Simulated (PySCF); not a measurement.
# Gas-phase XPS of nitrogen sulfide cation, computed

Nitrogen sulfide cation, NS (charge +1).
Bonds: N1–S2 (triple).

Method: delta-SCF UKS SCAN, pcX-2 on the ionised atom, pcseg-1 elsewhere, spin-free X2C in PySCF. Binding energies are ΔSCF values: E(core-ionised, relaxed orbitals) − E(ground state) at a fixed geometry, referred to the vacuum level.

Problem. Give the core binding energies atom by atom.

Solution. 
```
atom(s)        bonded to  level  binding energy (eV)  count
     S2  N (triple bond)   S 1s              2491.51      1
     N1  S (triple bond)   N 1s               417.70      1
```

Problem. Which photon energy gives electrons from N 1s of N1 a kinetic energy of 200 eV, and what is their de Broglie wavelength?

Solution. hν = 417.70 + 200 = 617.70 eV, recoil neglected; λ = 12.264 Å/√(E/eV) = 0.87 Å.

Problem. Give the binding energy of N 1s of N1 in hartree and in kJ/mol.

Solution. 417.70 eV = 15.3502 Eh = 40302 kJ/mol.

Not every level is listed. Spin contamination (⟨S²⟩ against 0.75 for a pure doublet) is marked for N 1s of N1 (0.96), which makes this value less certain. The species carries charge +1, so core ionisation leaves charge +2. Isolated species at its GFN2-xTB geometry, gas phase.
